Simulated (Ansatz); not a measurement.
Computed with Ansatz.

A structure relaxed at PBE0-D4/def2-TZVP, charge 0, multiplicity 2:

Cartesian coordinates in Å:
```
N 0.691 0.331 -0.049
Al -0.420 -0.970 -0.482
Cl -2.366 -0.870 0.343
H 1.643 0.407 -0.369
H 0.452 1.102 0.557
```

(1) Give its formula and SMILES.

(2) Point group (tolerance 0.08 Å, 0.16 Å for H)?

(3) Summarise the bond lengths by kind.

Results:

(1) AlClH2N, `[NH2][Al][Cl]`.

(2) Cs.

(3) 1 × Al–N 1.765 Å; 2 × H–N 1.007 to 1.009 Å; 1 × Al–Cl 2.116 Å.
